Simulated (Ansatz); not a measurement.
# BH₃OSi: small, medium and large basis sets

Aim: see how fast density functionals converge with the basis set for BH₃OSi.

Computed with Ansatz 0.2.0, Gaussian basis. Level: one geometry, several basis sets.

Levels to be run: PBE0-D4/def2-SVP; ωB97M-V/def2-SVP; PBE0-D4/def2-QZVPP; ωB97M-V/def2-QZVPP; the functionals' def2-TZVPP values are taken from earlier runs.

1 further run of the same task is left out (it didn't finish).

## 1. The relaxed structure

The geometry comes from an earlier relaxation with PBE0-D4 in a triple-zeta def2 set; it is a stationary point.

SMILES `B1O[SiH2]1`, 6 atoms, charge 0, spin multiplicity 1.

Atoms are counted from 1 here; the program's logs count them from 0.

Bond lengths: B1–O2 1.340 Å, B1–Si3 1.899 Å, B1–H4 1.189 Å, O2–Si3 1.753 Å, Si3–H5 1.482 Å, Si3–H6 1.482 Å. Angles: O2–B1–Si3 62.8°, O2–B1–H4 131.5°, Si3–B1–H4 165.7°, B1–O2–Si3 74.4°, B1–Si3–O2 42.8°, B1–Si3–H5 124.3°, B1–Si3–H6 124.3°, O2–Si3–H5 111.3°, O2–Si3–H6 111.3°, H5–Si3–H6 110.8°.

As a file:

```xyz
6
charge 0, multiplicity 1
B    -0.94553   -0.52896   -0.39842
O     0.17556   -1.13141    0.01986
Si    0.47106    0.58737    0.19453
H    -1.96881   -0.97001   -0.81423
H     1.59920    1.02837   -0.65859
H     0.71062    0.95054    1.61076
```

## 2. PBE0-D4 in def2-SVP

Contents of in.yaml:

```yaml
crystal:
  periodic: [false, false, false]
  atoms:
    - {symbol: B, position_ang: [-0.945531, -0.528962, -0.398424]}
    - {symbol: O, position_ang: [0.175557, -1.131407, 0.019856]}
    - {symbol: Si, position_ang: [0.471060, 0.587370, 0.194528]}
    - {symbol: H, position_ang: [-1.968809, -0.970008, -0.814227]}
    - {symbol: H, position_ang: [1.599203, 1.028372, -0.658593]}
    - {symbol: H, position_ang: [0.710622, 0.950536, 1.610763]}
basis:
  gaussian: {orbitals: def2-SVP}
hamiltonian: {xc: pbe0, dispersion: d4}
output: {orbitals: {seedname: orbitals}}
```

Run with:

```sh
$ ansatz run in.yaml --threads 2 --pin off --events-out ev --progress --plain --max-ram 4352MiB
```

The runs that follow: ωB97M-V in def2-SVP; PBE0-D4 in def2-QZVPP; ωB97M-V in def2-QZVPP.

Before running them: what should the planned runs give, taken together? Wanted: PBE0-D4: double and triple zeta above quadruple; ωB97M-V: double and triple zeta above quadruple.

As calculated:

| quantity | value |
| --- | --- |
| PBE0-D4: double and triple zeta above quadruple | 6.51, 0.43 eV |
| ωB97M-V: double and triple zeta above quadruple | 6.58, 0.40 eV |

What this shows: For PBE0-D4 the step from double to triple zeta gains 6.08 eV and the next only 0.43 eV. Total energies overstate the basis error of differences, where much of it tends to cancel. The LUMO of ωB97M-V is positive and keeps falling with the basis (1.37 to 0.80 eV): an unbound level that the basis holds in place.
